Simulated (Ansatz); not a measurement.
# BH4− (singlet): the correlation ladder at distance B1–H5 = 1.681 Å, aug-cc-pVTZ

An exercise on one series of results from a longer session: the logs are not shown, and one member is left open.

Program: Ansatz 0.2.0, Gaussian basis. Level of theory: aug-cc-pVTZ, core rule «outside noble gas», up to 1 orbitals frozen. These are calculated values, not measurements.

To be run: UHF; CCSD(T) on RHF; BCCD(T) on RHF; CCSDT(Q) on RHF; CASSCF and NEVPT2, 8 electrons in 8 orbitals.

3 further runs of the same task are left out: 2 for a known fault of the program, 1 set aside as unsound or not needed. Runs told in other sessions of the task aren't counted.

### The geometry

The geometry derives from a PBE0/def2-TZVPD stationary point (not a proven minimum). One bond is set to the value named and the two fragments are kept rigid.

5 atoms, charge -1, spin multiplicity 1.

Atoms are counted from 1 here; the program's logs count them from 0.

Bond lengths: B1–H2 1.239 Å, B1–H3 1.239 Å, B1–H4 1.239 Å. Angles: H2–B1–H3 109.5°, H2–B1–H4 109.5°, H3–B1–H4 109.5°.

Set-up of the first run:

in.yaml

```yaml
crystal:
  periodic: [false, false, false]
  atoms:
    - {symbol: B, position_ang: [-0.017346, 0.017401, 0.017210]}
    - {symbol: H, position_ang: [0.697020, 0.733603, 0.733107]}
    - {symbol: H, position_ang: [-0.736629, -0.694698, 0.732276]}
    - {symbol: H, position_ang: [-0.729029, 0.732168, -0.702781]}
    - {symbol: H, position_ang: [0.954688, -0.957712, -0.947189]}
basis:
  gaussian: {orbitals: aug-cc-pVTZ}
total_charge: -1
magnetization: {spin_polarized: true, initial_magnetization: 0}
hamiltonian: {xc: hf}
output: {orbitals: {seedname: orbitals}}
```

Command:

```console
$ ansatz run in.yaml --threads 1 --pin off --events-out ev --progress --plain --max-ram 2816MiB --backend cpu
```

Among the steps run: UHF; CCSD(T) on RHF; BCCD(T) on RHF; CCSDT(Q) on RHF; CASSCF and NEVPT2, 8 electrons in 8 orbitals.

One table of the session follows, with a row left open; its other results are not shown here.

```
        method  from RCCSDT(Q) (meV)
           RHF               +5417.5
          RMP2                +908.1
         RCCSD                +191.1
      RCCSD(T)                     ?
       BCCD(T)                 +23.3
        RCCSDT                  +4.1
     RCCSDT(Q)                     0
CASSCF valence               +3583.4
NEVPT2 valence                +999.2
```

Q: Estimate the row for RCCSD(T) from the others.

The run gave: from RCCSDT(Q) (meV): +24.2. In the column «from RCCSDT(Q) (meV)» it lies between BCCD(T) (+23.3) and RCCSD (+191.1).
